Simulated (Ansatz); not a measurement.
# Relaxing Na₃MgBiO₄

Level of theory: Ansatz, DFT PBE, scalar-relativistic, plane waves, PAW.

The start is a database structure of Na₃MgBiO₄, space group Amm2 (No. 38).

Input of the last, converged step (default PAW datasets):

```yaml
crystal:
  lattice:
    - [3.347880589, 0.0, 0.0]
    - [0.0, 3.2778160922, 5.8582531483]
    - [0.0, -3.2778160922, 5.8582531483]
  atoms:
    - { symbol: Na, position: [0.0, 0.04356811, 0.5363677] }
    - { symbol: Na, position: [0.5, 0.93023343, 0.93023343] }
    - { symbol: Na, position: [0.0, 0.5363677, 0.04356811] }
    - { symbol: Mg, position: [0.0, 0.11265373, 0.11265373] }
    - { symbol: Bi, position: [0.5, 0.55359805, 0.55359805] }
    - { symbol: O, position: [0.0, 0.24266945, 0.76367503] }
    - { symbol: O, position: [0.5, 0.20516884, 0.20516884] }
    - { symbol: O, position: [0.0, 0.76367503, 0.24266945] }
    - { symbol: O, position: [0.5, 0.73700777, 0.73700777] }
basis:
  ecutwfc: 420
kpoints:
  mp_grid: { grid: [8, 6, 6] }
hamiltonian:
  xc: pbe
scf:
  occupations: { method: gaussian, width: 0.02 }
output:
  forces: true
  stress: true
  eigenvalues: true
  write_density: true
  write_potential: true
  elf: true
  volumetric_format: npy
relax:
  adjacent_minimum: "off"
  f_tol: 0.01
  max_steps: 80
  cell: { stress_tol: 0.05 }
```

Launched as:

```bash
ansatz run input.yaml --threads 1 --pin off --max-ram 2560MiB --backend cpu --events-out ev --progress --plain --runs-dir out
```

It took 2.9 min on 1 thread of Arm Neoverse V2 (shared host), peak memory 0.55 GiB.

End of the output:

```
SCF converged after 6 iterations
Free energy (F): -21052.883472 eV
Harris-Foulkes:  -21052.883472 eV  (|F-HF|=3.64e-11)
Internal energy: -21052.883472 eV  (E = F + TS)
E sigma→0 (E₀):  -21052.883472 eV
Fermi energy:    7.261921 eV
--- Per-component energies (eV) ---
  E_band       = -1040.603028
  E_kinetic    = 1441.064834
  E_local      = -7910.213518  (includes V_loc(G=0)·N_el)
  E_nonlocal   = 1196.711533
  E_hartree    = 2759.531561
  E_xc         = -597.639470
  E_vxc        = -715.033332  (∫ρ·V_xc dr)
  E_paw        = -12374.471919  (= ΣΔE_a)
  E_vpaw       = -572.204450  (= ΣTr[D̂ρ^β])
  E_aug_tail   = 0.008925  (compensation charges beyond the density's cutoff)
  E_ewald      = -5567.875418
  E_smearing   =  0.000000  (= −TS)
  E_closure    =  0.000000  (closes the sum)
  Σ components = -21052.883472   (vs F -21052.883472, Δ=0.00e0)
--- Forces (eV/Å), atoms counted from 1 ---
  atom   1  Na     0.00000000    -0.00181313     0.00067389
  atom   2  Na     0.00000000     0.00000000     0.00218727
  atom   3  Na     0.00000000     0.00181313     0.00067389
  atom   4  Mg     0.00000000     0.00000000     0.00335713
  atom   5  Bi     0.00000000     0.00000000    -0.00108036
  atom   6  O      0.00000000    -0.00057427    -0.00321426
  atom   7  O      0.00000000     0.00000000    -0.00269983
  atom   8  O      0.00000000     0.00057427    -0.00321426
  atom   9  O      0.00000000     0.00000000     0.00333414
  max |Σ_I F_I| component: 1.76e-5 eV/Å
--- Stress (GPa, compression-positive) ---
        0.016893       0.000000       0.000000
        0.000000      -0.000678       0.000000
        0.000000       0.000000      -0.013515
  P = ⅓ Tr σ = 0.0009 GPa (0.009 kbar)
--- Relaxed structure (4 steps of the walk, 4 accepted, 1 SCFs on fresh bases) ---
  F+E_penalty+E_count = -21052.88347207 eV   max|allowed force component| = 3.355e-3 eV/Å   (the final SCF, on the basis selected at the relaxed cell)
  cell:  # Å, volume = 128.8131 Å³
    - [3.353773, 0.000000, 0.000000]
    - [0.000000, 3.279077, 5.856587]
    - [0.000000, -3.279077, 5.856587]
  atoms:
    - { symbol: Na, position: [0.000000, 0.044939, 0.536271] }
    - { symbol: Na, position: [0.500000, 0.930657, 0.930657] }
    - { symbol: Na, position: [0.000000, 0.536271, 0.044939] }
    - { symbol: Mg, position: [0.000000, 0.112272, 0.112272] }
    - { symbol: Bi, position: [0.500000, 0.554353, 0.554353] }
    - { symbol: O, position: [0.000000, 0.242148, 0.763901] }
    - { symbol: O, position: [0.500000, 0.203934, 0.203934] }
    - { symbol: O, position: [0.000000, 0.763901, 0.242148] }
    - { symbol: O, position: [0.500000, 0.736467, 0.736467] }
```

Total energies depend on the potentials used, so only differences within one code and one set of settings carry meaning.

The result has space group Amm2 (No. 38). Around Na on Wyckoff site d (2 atoms of the primitive cell) lie 5 O at 2.45–2.54 Å, 1 Mg at 2.64 Å and 2 Na at 2.88 Å (next Na at 3.22 Å); Na on Wyckoff site b (1 atom of the primitive cell) is coordinated by 1 O at 2.27 Å, 4 O at 2.45 Å, 2 Mg at 2.71 Å and 4 Na at 2.88 Å (next O at 3.20 Å); Mg has 4 O at 1.99–2.02 Å; Bi is coordinated by 1 O at 2.13 Å and 4 O at 2.47 Å.

Against the elements it lies at -1.490 eV/atom. The zero of energy is the elements' standard structures at the same level (O₂ as a molecule); no fitted shifts are applied.

Spin–orbit coupling is left out.

A structure relaxed within its symmetry needn't be a true minimum.